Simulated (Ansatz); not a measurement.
hcp Ru, relaxed in Ansatz (plane waves) with several semilocal functionals. Each gives its own volume and its own bulk modulus:

```json
[
 {"level": "PBEsol-D3(BJ)", "V0 (Å³/atom)": "13.044", "bulk modulus B0 (GPa)": "367.1", "ln V0": "2.5683", "ln B0": "5.9056"},
 {"level": "LDA", "V0 (Å³/atom)": "13.087", "bulk modulus B0 (GPa)": "365.9", "ln V0": "2.5716", "ln B0": "5.9024"},
 {"level": "r²SCAN+rVV10", "V0 (Å³/atom)": "13.390", "bulk modulus B0 (GPa)": "347.1", "ln V0": "2.5945", "ln B0": "5.8496"},
 {"level": "r²SCAN", "V0 (Å³/atom)": "13.494", "bulk modulus B0 (GPa)": "337.2", "ln V0": "2.6022", "ln B0": "5.8207"},
 {"level": "rVV10", "V0 (Å³/atom)": "14.131", "bulk modulus B0 (GPa)": "295.1", "ln V0": "2.6484", "ln B0": "5.6873"},
 {"level": "BLYP", "V0 (Å³/atom)": "14.421", "bulk modulus B0 (GPa)": "268.4", "ln V0": "2.6687", "ln B0": "5.5925"}
]
```

**Question.** Fit a straight line to ln B0 against ln V0. What does it predict for PBEsol, whose volume is 13.321 Å³/atom?

**Answer.** With x = ln V0 and y = ln B0: means 2.60895 and 5.79302; Σ(Δx Δy) = -0.02582, Σ(Δx²) = 0.008428, so the slope is -3.06. At x = 2.5893 the line gives y = 5.79302 + (-3.06) × (2.5893 − 2.60895) = 5.8531, or 348.3 GPa. The run with PBEsol gives 346.2 GPa, -0.6 % from the line. The rows used scatter about it by up to 1.8 %, while the largest value lies 37 % above the smallest.

Measured: 318 GPa (measured, zero-point energy and finite temperature contributions removed, our sources range from 318 to 336; as tabulated in doi:10.1021/acs.jctc.3c00612).

Ansatz's density-functional and Hartree–Fock values are scalar-relativistic unless marked +SOC, with PAW data made under PBE.

Ansatz is a program for electronic structure.
